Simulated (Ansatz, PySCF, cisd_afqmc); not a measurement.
Species: C3H5, charge 0, doublet. C3H5 (SMILES [CH]1CC1, doublet).
B3LYP-D3(BJ)/def2-TZVP minimum from Ansatz (a program for electronic structure):
```
C
H 1 1.0855
H 1 1.0858 2 113.67
C 1 1.4623 2 119.08 3 148.66
H 4 1.0784 1 132.36 2 -130.97
C 4 1.4623 5 132.36 1 90.32
H 6 1.0855 4 119.08 5 130.97
H 6 1.0858 7 113.67 4 148.66
```
Charge 0, spin multiplicity 2.

Atomisation energy term by term, kcal/mol (programs: Ansatz, cisd_afqmc). Open shells are spin-unrestricted; no spin-orbit coupling. Correlated methods leave the cores frozen. Rows without X2C or -DK are non-relativistic. The Monte Carlo rows (phaseless AFQMC, CISD trial, step 0.005/hartree) carry one-sigma bars that omit the constraint's bias. Outlying blocks are dropped, and bars are widened where a walk drifts. Over all cases where full CI ran beside it in this data, AFQMC minus full CI had a median of +0.1 mEh and passed +0.4 mEh in a tenth of the cases. CBS(X,Y): correlation extrapolated as X^-3, Hartree-Fock from the larger set. A bracket is a step between two methods taken in the basis named. 'core' is core correlation in cc-pwCVTZ, 'X2C' scalar relativity in cc-pVTZ-DK, both at CCSD(T). For partners of very few electrons the exact lower level stands in for a higher one.

| term | basis | kcal/mol |
|---|---|---|
| Hartree-Fock | cc-pVQZ | 554.99 |
| CCSD correlation | CBS(cc-pVTZ,cc-pVQZ) | 169.62 |
| (T) | CBS(cc-pVTZ,cc-pVQZ) | 10.29 |
| CCSDT(Q) - CCSD(T) | cc-pVDZ | 0.38 |
| core correlation | cc-pwCVTZ | 3.38 |
| scalar relativity | X2C, cc-pVTZ-DK | -0.56 |
| minus zero-point energy | Hessian by PySCF at B3LYP-D3(BJ)/def2-TZVP | -41.78 |
| sum: D0 |  | 696.3 |

The step beyond CCSD(T) by other levels: AFQMC/CISD in cc-pVDZ 0.42 ± 0.31 kcal/mol.
